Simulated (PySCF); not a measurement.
monofluorosilane, FH₃Si, SMILES F[SiH3], point group C3v.

Level: PBE0/pcSseg-2 in PySCF (density fitting, grid level 2); geometry and Hessian at that level, cubic constants and property derivatives from steps of ±0.6 along each species' dimensionless normal coordinates, second-order vibrational perturbation theory. The parent has the commonest isotopes.

Equilibrium geometry (Å):

```tsv
atom	x	y	z
F1	1.5225	0.0225	0.3522
Si2	-0.0305	0.0019	-0.0230
H3	-0.3724	1.2859	-0.6770
H4	-0.2748	-1.1308	-0.9454
H5	-0.8104	-0.1681	1.2245
```

Species: ²⁹Si at 2. Output of the displacement run:

```
mode    cm-1    km/mol   phi_rrr   E(+)/cm-1  E(-)/cm-1
  1    723.22    57.85      -7.9     130.03     131.79
  2    723.51    57.97     -54.9     126.60     135.33
  3    874.60    68.19     258.7     167.13     148.54
  4    957.44    88.66      40.5     173.92     171.34
  5    957.56    88.71      73.7     175.44     169.85
  6    990.24   217.92      36.6     179.74     177.11
  7   2251.17    30.55     693.9     431.07     381.14
  8   2256.17   135.96     496.2     425.42     389.85
  9   2256.22   135.92      48.0     409.38     405.95
```

For the shielding of H3 (σe = 26.16 ppm):

| mode | ω (cm⁻¹) | Σr φrrs (cm⁻¹) | ∂σ/∂q | ∂²σ/∂q² |
| --- | --- | --- | --- | --- |
| 1 | 723 | -1 | 0.056 | -0.233 |
| 2 | 724 | 1 | 0.036 | -0.130 |
| 3 | 875 | 339 | 0.022 | -0.013 |
| 4 | 957 | -1 | 0.005 | -0.438 |
| 5 | 958 | 1 | -0.039 | -0.075 |
| 6 | 990 | 63 | 0.056 | -0.219 |
| 7 | 2251 | 1256 | 0.923 | 0.064 |
| 8 | 2256 | -2 | -0.526 | 0.028 |
| 9 | 2256 | 1 | -0.846 | 0.081 |

Work out the zero-point average of this shielding.

With ⟨qs⟩ = −Σr φrrs/(4ωs) and ⟨qs²⟩ = 1/2: the mean displacements are 0.000, 0.000, -0.097, 0.000, 0.000, -0.016, -0.139, 0.000, 0.000. The anharmonic term Σ (∂σ/∂q)⟨q⟩ is -0.13 ppm, the harmonic term ¼ Σ ∂²σ/∂q² is -0.23 ppm, so ⟨σ⟩ = 25.79 ppm.
